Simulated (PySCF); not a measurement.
# A diatomic session: CN

Aim: find the lowest electronic state of CN, scan its bond at several levels of theory, and get bond length, wavenumber and dissociation energy from each curve.

Computed with PySCF 2.14.0. Level: C x2c-SVPall, N x2c-SVPall, spin-free X2C with a Gaussian nucleus.

### Step 1. Input

The job is set up so:

```
atoms                         : C, N
charge                        : 0
basis                         : C x2c-SVPall, N x2c-SVPall
Hamiltonian                   : spin-free X2C with a Gaussian nucleus
basis functions               : 28
electrons treated             : 13
masses in u                   : 12.0000, 14.0031
levels                        : PBE0, PBE, r²SCAN, revPBE, PW91, PBEsol, HF, MP2, SCS-MP2, CCSD, CCSD(T)
grid                          : 80 radial by 434 angular points
occupations                   : held fixed by the projection of orbital angular momentum
dissociation limit            : C + N, each in its ground configuration
starting distance in angstrom : 1.365
values of 2S to try           : 1, 3, 5
```

On the command line:

```bash
$ OMP_NUM_THREADS=1 python dia.py task.json out
```

The runs that follow: The PBE0 curve of the state that the search chose; Excited determinants; PBE; r²SCAN; revPBE (GGA); PW91; PBEsol (GGA); ROHF (mean field); Adding correlation.

Before running it: what results should come out? Wanted: for each run, Re; ωe; De; μ.

**Answer**, as computed:

Lowest PBE0 solution found, without spin–orbit coupling: ²Σ⁺ (doublet), unpaired electrons σ ↑. State 2 has its PBE0 minimum 1.02 eV higher. State 3 has its PBE0 minimum 5.04 eV higher. State 4 has its PBE0 minimum 7.20 eV higher. The other levels ran on the lowest alone.

| level | Re (Å) | ωe (cm⁻¹) | De (eV) | μ (D) |
| --- | --- | --- | --- | --- |
| ROHF | 1.134 | 2502 | 3.80 | -2.28 |
| ROHF-MP2 | 1.197 | 1868 | 7.61 | n/a |
| ROHF-SCS-MP2 | 1.192 | 1922 | 7.43 | n/a |
| ROHF-CCSD | 1.177 | 2165 | 6.94 | n/a |
| ROHF-CCSD(T) | 1.186 | 2089 | 7.28 | n/a |
| PBE | 1.182 | 2117 | 8.62 | -1.03 |
| PBEsol | 1.181 | 2132 | 8.92 | -1.05 |
| revPBE | 1.185 | 2101 | 8.25 | -1.04 |
| PW91 | 1.181 | 2119 | 8.58 | -1.04 |
| r²SCAN | 1.172 | 2175 | 7.73 | -1.38 |
| PBE0 | 1.167 | 2215 | 7.78 | -1.44 |

De is counted to C + N in their ground configurations. A positive dipole means C(−)N(+).

Bond lengths run from 1.134 Å (ROHF) to 1.197 Å (ROHF-MP2). Among the levels with a De in the table, it runs from 3.80 eV (ROHF) to 8.92 eV (PBEsol).

Correlated steps freeze 2 core orbitals. T1 is 0.057 near the minimum (highest on the curve 0.058), which may point to more than one leading configuration.
